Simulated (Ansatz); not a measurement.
We consider fluorite CaF₂, described by rVV10 (PAW; Ansatz, a first-principles code).

Total energies, extrapolated to zero smearing (they compare only within this program, potentials and cutoff; free atoms with spin allowed, lowest state found):

```json
[
 {"system": "fluorite CaF₂, relaxed", "energy (eV/atom)": "-1156.3970"},
 {"system": "free Ca atom", "energy (eV/atom)": "-1831.9042"},
 {"system": "free F atom", "energy (eV/atom)": "-810.3950"}
]
```

### Question
Work out the cohesive energy per atom.

### Answer
E_coh = [1 × (-1831.9042) + 2 × (-810.3950)]/3 − (-1156.3970) = 5.50 eV/atom. The reference value is 5.43 ± 0.03 eV/atom (worked out here from tabulated enthalpies at 298 K, copied from a table, unchecked, brought to a static lattice with a Debye model, atoms in their spin–orbit ground levels; inputs from the CRC Handbook), a difference of +0.07 eV/atom.

The PAW data were made under PBE.
